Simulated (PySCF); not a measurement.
# From orbital energies to excitation energies

Species: 1-fluorobutane, C₄H₉F.
SMILES: `CCCCF`

Computed with TDDFT CAM-B3LYP/def2-SVPD, vertical, gas phase, core orbitals frozen in the response in PySCF. The structure is a single PBE0-D3(BJ)/def2-SVP conformer in the gas phase; no vibrational or solvent corrections. Torsions of this conformer, `[CH3:1][CH2:2][CH2:3][CH2:4][F:5]`: C1–C2–C3–C4 178°, C2–C3–C4–F5 -61°.

Orbital energies (eV): HOMO-3 -11.44, HOMO-2 -10.84, HOMO-1 -10.71, HOMO -10.59, LUMO 1.42, LUMO+1 1.80, LUMO+2 2.12.

Task: Among the lowest singlets, which states do these configurations lead, and at what energies: HOMO-2→LUMO, HOMO→LUMO, HOMO-2→LUMO+2, HOMO-1→LUMO?

Result: 

```
state  leading configuration  weight  Δε (eV)  E (eV)  E − Δε (eV)       f  other configurations
   S1              HOMO→LUMO    0.80    12.00    8.93        -3.08  0.0064            H→L+1 (9%)
   S2            HOMO-1→LUMO    0.79    12.13    9.01        -3.12  0.0054                     –
   S3            HOMO-2→LUMO    0.65    12.26    9.18        -3.08   0.010         H-1→L+1 (11%)
   S9          HOMO-2→LUMO+2    0.64    12.96    9.90        -3.06   0.086          H-1→L+2 (9%)
```

E − Δε runs from -3.12 to -3.06 eV. Among themselves, these states come in the order of their orbital differences. Δε is the difference of the two orbital energies.

H and L stand for HOMO and LUMO. The other states: S4 9.37 eV, f 0.045, H→L+1 (56%), H-3→L (20%); S5 9.64 eV, f 0.0027, H→L+2 (39%), H-1→L+1 (23%); S6 9.69 eV, f 0.043, H-1→L+1 (24%), H→L+2 (18%), H-2→L (12%); S7 9.71 eV, f 0.026, H-2→L+1 (37%), H-1→L+2 (13%), H-4→L (10%); S8 9.82 eV, f 0.072, H-1→L+2 (56%), H-2→L+1 (16%); S10 9.93 eV, f 0.044, H→L+3 (57%), H→L+2 (21%).

Triplets (Tamm–Dancoff): T1 8.67 eV, H→L (59%), H→L+1 (12%), H-1→L (10%); T2 8.74 eV, H-1→L (64%), H→L (9%); T3 8.91 eV, H-2→L (63%); T4 9.06 eV, H→L+1 (43%), H-3→L (27%), H→L (11%).

Summed over the main configurations (up to three a state, each over 8%) of all 10 singlets, the electron leaves HOMO with weight 2.79, HOMO-1 with weight 2.15, HOMO-2 with weight 1.95 and HOMO-3 with weight 0.20.

The vertical ionisation energy (ΔSCF) is 11.52 eV, 1.59 eV above S10.
